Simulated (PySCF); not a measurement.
trimethylamine (C3H9N), SMILES CN(C)C.

Geometry optimised at PBE-D3(BJ)/def2-SVP.

Level of theory: PBE-D3(BJ)/def2-SVP (PySCF 2.14.0).

Harmonic, unscaled wavenumbers; measured fundamentals usually lie a few per cent lower.

Modes within 1.5 cm⁻¹ of each other (mostly degenerate sets) share a row, with their intensities summed.

Question: List the normal modes with their intensities. (The exact figures need the calculation; the answer reports its results.)

Answer: 
```tsv
mode	ν (cm⁻¹)	IR (km/mol)	moving atoms (share of kinetic energy)
1	263	0.0	H 99 %
2–3	266	1.9	H 91 %, C 8 %
4	325	8.0	N 45 %, H 40 %, C 15 %
5–6	414	0.0	H 47 %, C 44 %, N 9 %
7	843	22.0	C 68 %, H 21 %, N 11 %
8	1032	0.0	H 81 %, C 19 %
9–10	1051	32.1	H 55 %, C 36 %, N 9 %
11–12	1081	23.7	H 74 %, C 24 %
13	1157	16.2	H 59 %, C 22 %, N 19 %
14–15	1280	35.8	N 47 %, H 28 %, C 25 %
16–17	1375	4.3	H 85 %, C 15 %
18–19	1399	28.7	H 97 %
20	1405	10.3	H 90 %, C 9 %
21	1413	0.0	H 97 %
22	1431	17.1	H 86 %, C 13 %
23–24	1439	20.6	H 93 %
25–26	2815	138.5	H 95 %
27	2835	191.1	H 94 %
28–30	2994	103.0	H 94 %
31	3050	0.0	H 90 %, C 10 %
32–33	3051	67.3	H 90 %, C 10 %
```
